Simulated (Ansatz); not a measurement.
**SiNH2F (SMILES N[Si]F) at 6 levels**

Aim: a comparison of 6 runs (HF/STO-3G, PBE0/STO-3G, UPBE0/STO-3G, MP2/STO-3G, UCCSD(T)/STO-3G, FCI/STO-3G) of SiNH2F. 

The results are computed with Ansatz 0.2.0.

69 further runs of the same task are left out: 69 set aside as unsound or not needed.

### 1 The molecule

SiNH2F has 5 atoms, charge 0, and is taken as a singlet. As SMILES, `N[Si]F`. The H4–N1 distance was set to 2.526 Å, away from the relaxed value. At this shape a bond of the SMILES string is far longer than usual.

Bond lengths: N1–Si2 1.702 Å, Si2–F3 1.622 Å, N1–H5 1.008 Å. Angles: N1–Si2–F3 98.5°, Si2–N1–H5 122.2°.

### 2 A single-point energy at HF/STO-3G (run 1)

in.yaml

```yaml
crystal:
  periodic: [false, false, false]
  atoms:
    - {symbol: "N", position_ang: [-1.181343, -1.064137, -0.196401]}
    - {symbol: Si, position_ang: [-0.623943, -2.437837, 0.639799]}
    - {symbol: F, position_ang: [0.805357, -1.853037, 1.136199]}
    - {symbol: H, position_ang: [0.085400, 1.109600, -0.420900]}
    - {symbol: H, position_ang: [-2.075743, -1.045137, -0.661301]}
basis:
  gaussian: {orbitals: STO-3G}
accuracy: high
hamiltonian: {xc: hf}
magnetization: {spin_polarized: false, initial_magnetization: 0}
```

Command:

```console
$ ansatz run in.yaml --threads 1 --pin off --max-ram 2610MiB --events-out events.jsonl --progress --plain --runs-dir runs
```

What it wrote:

```text
Warning: RAYON_NUM_THREADS=1 ignored (pool sized by the plan → 1); use --threads N
Functional definition: HF
  name "HF"
  exchange = exact_x
  correlation = 0
381 factors; integrals over basis functions are off by at most 2.8e-8 eV
mean field evaluation 1: about -11917.9817 eV, gradient 3.3e1 eV
mean field evaluation 2: about -11918.0392 eV, gradient 3.3e1 eV
mean field evaluation 4: about -11923.3703 eV, gradient 3.0e0 eV
mean field evaluation 8: about -11923.5568 eV, gradient 1.3e-1 eV
mean field evaluation 16: about -11923.5548 eV, gradient 1.2e-8 eV
mean field -11923.55484975 eV, -438.1825586526 hartree, gradient 1.2e-8 eV, S^2 0.000000; 0 other end points of the search recorded, 0 dependent functions left out
reference -11923.55484975 eV, -438.1825586526 hartree; 16, 16 occupied and 5, 5 virtual orbitals, 381 factors
Total energy: -11923.55484975 eV, -438.1825586526 hartree
```

Wall time 0.12 s (1 thread of Arm Neoverse V1, shared host).

### 3 The energy at PBE0/STO-3G (run 2)

input.yaml

```yaml
crystal:
  periodic: [false, false, false]
  atoms:
    - {symbol: N, position_ang: [-1.181343, -1.064137, -0.196401]}
    - {symbol: Si, position_ang: [-0.623943, -2.437837, 0.639799]}
    - {symbol: F, position_ang: [0.805357, -1.853037, 1.136199]}
    - {symbol: H, position_ang: [0.085400, 1.109600, -0.420900]}
    - {symbol: H, position_ang: [-2.075743, -1.045137, -0.661301]}
basis:
  gaussian:
    orbitals: STO-3G
hamiltonian:
  xc: pbe0
accuracy: high
```

Command:

```console
$ ansatz run input.yaml --threads 1 --pin off --max-ram 2610MiB --events-out events.jsonl --progress --plain --runs-dir runs
```

What it wrote:

```text
Warning: RAYON_NUM_THREADS=1 ignored (pool sized by the plan → 1); use --threads N
Functional definition: PBE0
  name "PBE0"
  parameter a = 0.25
  parameter kappa = 0.804
  parameter beta = 0.06672455060314922
  exchange = (1 - a)*pbe_x(kappa = kappa, mu = beta*pi^2/3) + a*exact_x
  correlation = pbe_c(beta = beta)
381 factors; integrals over basis functions are off by at most 2.8e-8 eV
mean field evaluation 1: about -11938.8679 eV, gradient 4.8e1 eV
mean field evaluation 2: about -11884.9226 eV, gradient 1.3e2 eV
mean field evaluation 4: about -11941.7250 eV, gradient 3.5e1 eV
mean field evaluation 8: about -11951.9817 eV, gradient 5.1e0 eV
mean field evaluation 16: about -11952.1292 eV, gradient 1.7e-2 eV
mean field -11952.12916642 eV, -439.2326454218 hartree, gradient 2.0e-8 eV, S^2 0.000000; 0 other end points of the search recorded, 0 dependent functions left out
reference -11952.12916786 eV, -439.2326454748 hartree; 16, 16 occupied and 5, 5 virtual orbitals, 381 factors
Total energy: -11952.12916786 eV, -439.2326454748 hartree
```

Wall time 1.2 s (1 thread of Arm Neoverse V1, shared host); peak memory 0.095 GiB.

### 4 The energy at UPBE0/STO-3G (run 3)

molecule.yaml

```yaml
crystal:
  periodic: [false, false, false]
  atoms:
    - symbol: N
      position_ang: [-1.181343, -1.064137, -0.196401]
    - symbol: Si
      position_ang: [-0.623943, -2.437837, 0.639799]
    - symbol: F
      position_ang: [0.805357, -1.853037, 1.136199]
    - symbol: H
      position_ang: [0.085400, 1.109600, -0.420900]
    - symbol: H
      position_ang: [-2.075743, -1.045137, -0.661301]
basis:
  gaussian:
    orbitals: STO-3G
magnetization:
  spin_polarized: true
  initial_magnetization: 0
hamiltonian:
  xc: pbe0
accuracy: high
```

Command:

```console
$ ansatz run molecule.yaml --threads 1 --pin off --max-ram 2610MiB --events-out events.jsonl --progress --plain --runs-dir runs
```

What it wrote:

```text
Warning: RAYON_NUM_THREADS=1 ignored (pool sized by the plan → 1); use --threads N
Functional definition: PBE0
  name "PBE0"
  parameter a = 0.25
  parameter kappa = 0.804
  parameter beta = 0.06672455060314922
  exchange = (1 - a)*pbe_x(kappa = kappa, mu = beta*pi^2/3) + a*exact_x
  correlation = pbe_c(beta = beta)
381 factors; integrals over basis functions are off by at most 2.8e-8 eV
mean field evaluation 1: about -11938.8679 eV, gradient 3.4e1 eV
mean field evaluation 2: about -11884.9226 eV, gradient 9.0e1 eV
mean field evaluation 4: about -11941.7250 eV, gradient 2.5e1 eV
mean field evaluation 8: about -11951.9817 eV, gradient 3.6e0 eV
mean field evaluation 16: about -11952.1292 eV, gradient 1.7e-3 eV
mean field evaluation 32: about -11953.8254 eV, gradient 2.0e-4 eV
mean field evaluation 64: about -11953.3074 eV, gradient 2.3e0 eV
mean field -11953.82541177 eV, -439.2949812887 hartree, gradient 2.4e-8 eV, S^2 0.967940; 5 other end points of the search recorded, 0 dependent functions left out
reference -11953.82541332 eV, -439.2949813458 hartree; 16, 16 occupied and 5, 5 virtual orbitals, 381 factors
Total energy: -11953.82541332 eV, -439.2949813458 hartree
```

It took 5.1 s on 1 thread of Arm Neoverse V1, shared host; peak memory 0.13 GiB.

Runs 4 to 5 aren't shown in full; the table further down has their settings and results.

### 5 A single-point energy at FCI/STO-3G (run 6)

job.yaml

```yaml
crystal:
  periodic: [false, false, false]
  atoms:
    - {symbol: "N", position_ang: [-1.181343, -1.064137, -0.196401]}
    - {symbol: Si, position_ang: [-0.623943, -2.437837, 0.639799]}
    - {symbol: F, position_ang: [0.805357, -1.853037, 1.136199]}
    - {symbol: H, position_ang: [0.085400, 1.109600, -0.420900]}
    - {symbol: H, position_ang: [-2.075743, -1.045137, -0.661301]}
basis:
  gaussian:
    orbitals: STO-3G
correlation:
  method: fci
  frozen_orbitals: {F: 1, H: 0, "N": 1, Si: 5}
accuracy: high
```

Command:

```console
$ ansatz run job.yaml --threads 1 --pin off --max-ram 2610MiB --events-out events.jsonl --progress --plain --runs-dir runs
```

What it wrote:

```text
Warning: RAYON_NUM_THREADS=1 ignored (pool sized by the plan → 1); use --threads N
Functional definition: HF
  name "HF"
  exchange = exact_x
  correlation = 0
381 factors; integrals over basis functions are off by at most 2.8e-8 eV
mean field evaluation 1: about -11917.9817 eV, gradient 3.3e1 eV
mean field evaluation 2: about -11918.0392 eV, gradient 3.3e1 eV
mean field evaluation 4: about -11923.3703 eV, gradient 3.0e0 eV
mean field evaluation 8: about -11923.5568 eV, gradient 1.3e-1 eV
mean field evaluation 16: about -11923.5548 eV, gradient 1.2e-8 eV
mean field -11923.55484975 eV, -438.1825586526 hartree, gradient 1.2e-8 eV, S^2 0.000000; 0 other end points of the search recorded, 0 dependent functions left out; unrestricted orbitals would lower it
unrestricted determinant -11928.63438431 eV, -438.3692281047 hartree, S^2 1.0254
7 core orbitals not correlated: weight in the atoms' cores, before any rotation towards them, 1.000 or more for the frozen orbitals, at most 0.000 for the correlated occupied ones
reference -11923.55484975 eV, -438.1825586526 hartree; 9, 9 occupied and 5, 5 virtual orbitals, 381 factors
state -11932.15781323 eV, -438.4987117292 hartree
Total energy: -11932.15781323 eV, -438.4987117292 hartree
```

Run time: 27 s. Hardware: 1 thread of Arm Neoverse V1, shared host; peak memory 0.36 GiB.

### 6 Overview of the runs

```
run            level  frozen core orbitals  energy (Eh)  wall time
  1        HF/STO-3G                     –  -438.182559     0.12 s
  2      PBE0/STO-3G                     –  -439.232645      1.2 s
  3     UPBE0/STO-3G                     –  -439.294981      5.1 s
  4       MP2/STO-3G                     7  -438.405197      0.2 s
  5  UCCSD(T)/STO-3G                     7  -438.493486     0.94 s
  6       FCI/STO-3G                     7  -438.498712       27 s
```

### 7 What came out

| quantity | value |
| --- | --- |
| run 6: total energy | -438.49871 Eh |
| run 6: correlation energy (7 core orbitals frozen) | -316.2 mEh |

In words: Against full CI in this basis: HF +316.2 mEh; MP2 +93.5 mEh; UCCSD(T) +5.2 mEh. In run 4 the log says that unrestricted orbitals would lower the reference, so the values rest on an unstable closed-shell determinant (other closed-shell runs at this shape may share the fault). In runs 1, 2, 3, 4, 5, 6 the basis is minimal, so the values are rough. In runs 1, 2, 4 a closed-shell determinant meets a far-stretched bond, which it describes badly. Spin contamination of the reference: run 5 ⟨S²⟩ = 1.03, run 3 ⟨S²⟩ = 0.97. Where it is this large, the reference is a mixture of spin states, and values that rest on it are in doubt. All runs together took 35 s, the longest 27 s.
